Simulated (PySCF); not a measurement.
Shieldings and the share of exact exchange

Molecule: `CCC(N)=O`, C$_{3}$H$_{7}$NO.

Geometry:
```tsv
atom	x (Å)	y (Å)	z (Å)
C1	-1.684	-0.131	-0.182
C2	-0.226	-0.541	-0.196
C3	0.695	0.574	0.274
N4	2.023	0.326	0.109
O5	0.283	1.602	0.770
H6	-1.865	0.707	-0.870
H7	-1.979	0.209	0.820
H8	-2.333	-0.968	-0.477
H9	0.091	-0.864	-1.203
H10	-0.057	-1.410	0.465
H11	2.367	-0.527	-0.305
H12	2.685	1.022	0.426
```

GIAO shieldings (ppm, equivalent atoms averaged) in PySCF 2.14.0 with density-fitted response routines on the PBE0-D3(BJ)/def2-SVP geometry, basis pcSseg-2, gas phase, non-relativistic:

| functional | exact exchange (%) | σ(N4) |
| --- | --- | --- |
| BLYP | 0 | 144.1 |
| BP86 | 0 | 146.5 |
| PBE | 0 | 147.1 |
| PBE0 | 25 | 152.5 |
| mPW1PW91 | 25 | 151.6 |
| BHandHLYP | 50 | 155.6 |
| HF | 100 | 167.9 |

(1) Fit each shielding as a line in the percentage of exact exchange.

(2) What does the line predict for B3LYP (20 %), and what does the run give?

Answers

(1) σ(N4) = 146.0 + 0.22 x (rms 1.1 ppm). The functionals also differ in their semilocal parts, which the line can't hold; Hartree–Fock has no correlation at all.

(2) σ(N4): 150.4 predicted, 148.5 computed ppm.
